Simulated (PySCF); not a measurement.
## Ionisation energy of O by level of theory

O [He] 2s2 2p4 (3P) → O⁺ [He] 2s2 2p3 (4S), as a difference of total energies. All numbers are calculated (PySCF 2.14, the spin-free X2C one-electron Hamiltonian (Gaussian nucleus), in dyall-av3z (15s9p3d2f, 71 functions)). Correlated levels: valence: 1s2 frozen; virtual orbitals above 40 to 60 times the deepest correlated orbital energy dropped. The calculations carry no spin-orbit coupling.

| method | ionisation energy (eV) |
| --- | --- |
| UHF | 12.010 |
| LDA | 13.993 |
| PBE | 14.048 |
| PBE0 | 13.834 |
| r2SCAN | 13.704 |
| BHandHLYP | 13.731 |
| B97-3 | 13.847 |
| LC-wPBE | 14.113 |
| wB97X | 13.785 |
| MP2 (valence) | 13.327 |
| SCS-MP2 (valence) | 13.433 |

Q: How much does correlation contribute at MP2 (valence)?

A: 13.327 − (12.010) = 1.317 eV, measured against UHF.

Errors of the correlated levels include the incompleteness of this basis and the frozen core.

For comparison: 13.608 eV (measured; NIST levels, between the centres of gravity of the two terms).
